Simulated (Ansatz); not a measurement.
Gold, fcc: convergence with Methfessel-Paxton smearing

Computed with Ansatz, LDA, scalar-relativistic PAW, on the relaxed cell (a = 4.046 Å; spin not included). Errors count from a run at 420 eV on a Γ-centred 22×22×22 mesh with Fermi-Dirac smearing of 0.1 eV, extrapolated to zero width. Fixed here: cutoff 420 eV, mesh 13×13×13. The SCF starts from atomic densities corrected by a trained network.

```
width (eV)  E(σ→0) error (meV/atom)  F error (meV/atom)  P (GPa)  SCF iterations
      0.01                     -3.0                -3.0    -0.16               5
      0.03                     -2.9                -2.9    -0.13               5
       0.2                     -3.6                -3.6    -0.11               5
       0.3                     -3.6                -3.3    -0.10               5
       0.6                     -2.8                -1.6     0.08               5
       1.0                     -3.5                 3.2     0.07               5
```

**Question.** What does the run at 0.1 give (width)?

**Answer.** E(σ→0) error (meV/atom): -3.1; F error (meV/atom): -3.2; P (GPa): -0.08; SCF iterations: 5.
